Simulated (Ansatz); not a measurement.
InSb (zinc blende): values from a third-order Birch-Murnaghan fit to a volume scan beside measured ones. Computed values: r2SCAN (plane waves to 500 eV, PAW, scalar-relativistic; Ansatz, a quantum-chemistry and plane-wave program). At this level the bands of InSb touch or barely overlap; measurements give the solid a gap. InSb was relaxed with its symmetry unable to fall. Spin-orbit coupling is left out, though Sb is heavy.

```json
[
 {"quantity": "Lattice constant a (Å)", "reference": "6.468", "kind": "measured, corrected to the static lattice", "r2SCAN": "6.556", "difference": "+1.4 %"},
 {"quantity": "Bulk modulus B₀ (GPa)", "reference": "46.1", "kind": "measured, corrected to the static lattice", "r2SCAN": "43.5", "difference": "-5.7 %"}
]
```

r2SCAN overestimates the lattice constant a by 1.4 %. r2SCAN underestimates the bulk modulus B₀ by 5.7 %.

References as given in: Daniel Mejia-Rodriguez, S. B. Trickey, Physical Review B (2018), arXiv:1807.09216.

(A scan under strain: stresses follow from slopes of the energy per volume, elastic moduli from its curvatures.)
